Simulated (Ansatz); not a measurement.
Ideal-gas functions of AlF₃ at 600 K and 1 bar, from an Ansatz frequency run at PBE0-D4/def2-TZVP.

Molar mass 83.98 g/mol, point group D3h (symmetry number 6), electronic degeneracy 1, moments of inertia 75.616, 75.619, 151.235 u Å². Harmonic wavenumbers (cm⁻¹, unscaled): 245, 246, 296, 697, 963, 963.

Use S(trans) = R[1.5 ln M + 2.5 ln T − 1.1517]; rotational temperatures θ = 24.2544 K / I; S(rot) = R[ln(√π/σ · √(T³/θAθBθC)) + 1.5]; for each mode x = 1.438777 ν̃/T, S = R[x/(eˣ − 1) − ln(1 − e⁻ˣ)] and H = RT x/(eˣ − 1); 1 cm⁻¹ = 0.0119627 kJ/mol; R = 8.31446 J/(mol·K).

**Question.** By hand: the entropy, in J/(mol·K).

**Answer.** Translation 178.6. Rotation: θ = 0.3208, 0.3207, 0.1604 K, giving 99.2. Vibration, mode by mode: 12.86, 12.82, 11.34, 4.95, 2.99, 2.99, in all 47.9. Electronic 0.0. Sum 325.7 J/(mol·K).

**Question.** By hand: H − E and G − E in kJ/mol, counted from the electronic energy.

**Answer.** Zero-point energy ½ × 3410 × 0.0119627 = 20.4; thermal vibration 15.2; translation, rotation and pV give 4 RT = 20.0. H − E = 55.6 kJ/mol, and G − E = 55.6 − 600 × 325.7/1000 = -139.8 kJ/mol.

Vibration gives 15 % of the entropy.
